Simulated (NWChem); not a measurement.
**Correlation energy of formic acid (CH2O2)**

```
C
O 1 1.1959
O 1 1.3318 2 125.14
H 3 0.9717 1 107.03 2 0.00
H 1 1.1106 2 125.16 3 180.00
```
Charge 0, spin multiplicity 1.

The numbers come from NWChem runs, not from measurements. All single points use one geometry, from PBE0/def2-SVP, a minimum by its harmonic frequencies. It is one conformer; others weren't searched.

Basis set: 3-21G. Each correlation energy counts from its own Hartree-Fock reference.

The correlated methods keep 3 core orbitals frozen. No row is a measurement; the coupled-cluster row has its own basis-set and correlation limits.

Q: Order these methods by the correlation energy they give, lowest first: MP2, SCS-MP2, CR-CCSD[T], CR-CCSD(T), CCSD.

A: CR-CCSD[T] (-347.8 mHa), CR-CCSD(T) (-346.5 mHa), CCSD (-337.9 mHa), MP2 (-331.6 mHa), SCS-MP2 (-324.2 mHa)
